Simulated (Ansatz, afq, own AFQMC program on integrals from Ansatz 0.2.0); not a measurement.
AFQMC on a folder of integrals that Ansatz 0.2.0 wrote.

```yaml
crystal:
  periodic: [false, false, false]
  atoms:
    - {symbol: Cl, position_ang: [-0.234000, 1.039000, -2.333000]}
basis:
  gaussian: {orbitals: def2-SVP}
magnetization: {spin_polarized: true, initial_magnetization: 1}
correlation: {method: ccsd_t, electrons: outside_noble_gas, hamiltonian_folder: ham}
```

```sh
$ ansatz run in.yaml --threads 1 --pin off --events-out ev --progress --plain --max-ram 24576MiB --backend cuda --devices 0, --max-vram 18GiB
```

Options of the walk:

```
--method free --trial cisd --walkers 4000 --time-step 0.03 --max-blocks 4000 --target-error 0.00019 --factor-cut 1e-05 --seed 8196 --times 0,0.3,0.6,1.2,1.8,2.4,3.6,4.8,6 --taylor-order 8
```

Times are imaginary, in 1/Eh. The walk had a cap of 61 s.

afq prints:

```
orbitals 13  electrons 4 3  factors 74 of 98
reference energy -459.31930333 Eh
CCSD correlation -0.12566438 Eh in 7 cycles, weight of the determinant in the CISD state 0.9535
repeat  energy at the last time / Eh  error
    10  -459.446348  0.000035
    20  -459.446331  0.000024
    30  -459.446372  0.000021
time / (1/Eh)  energy / Eh  error  mean overlap
  0.00  -459.444971  0.000009  1.0488
  0.30  -459.445895  0.000008  1.0490
  0.60  -459.446173  0.000010  1.0490
  1.20  -459.446292  0.000011  1.0494
  1.80  -459.446313  0.000014  1.0504
  2.40  -459.446329  0.000014  1.0503
  3.60  -459.446354  0.000020  1.0471
  4.80  -459.446300  0.000023  1.0494
  6.00  -459.446369  0.000020  1.0522
energy -459.446369 +/- 0.000020 Eh
```

The run passed its tests (error under three times the target), which doesn't prove that it has relaxed.

Against this walk (error 0.6 meV) on the same determinant: CCSD(T) 10.2 meV higher, CCSDT(Q) 2.1 meV higher, CCSDTQ 1.7 meV higher, full CI (a separate run on its own orbitals, whose frozen core shifts it by up to a few meV) 2.2 meV higher. The error is statistical, and a free projection of finite length keeps a remainder of its start.

Cautions: remainder of the start not in the error; full CI with its own frozen core.

The walk took 14 s on 2 threads of a server CPU with a shared H100 80 GB, shared host (the card was shared). The log's last line is the free-projection energy.

CCSDT and higher add their correlation energy to the determinant of the CCSD(T) run, since their own runs factorise the integrals more tightly (a shift of under 2 meV). A walk keeps the symmetry of its determinant, which the program's search chose and which needn't be the lowest solution, so a lower state of the same spin and another symmetry isn't excluded.
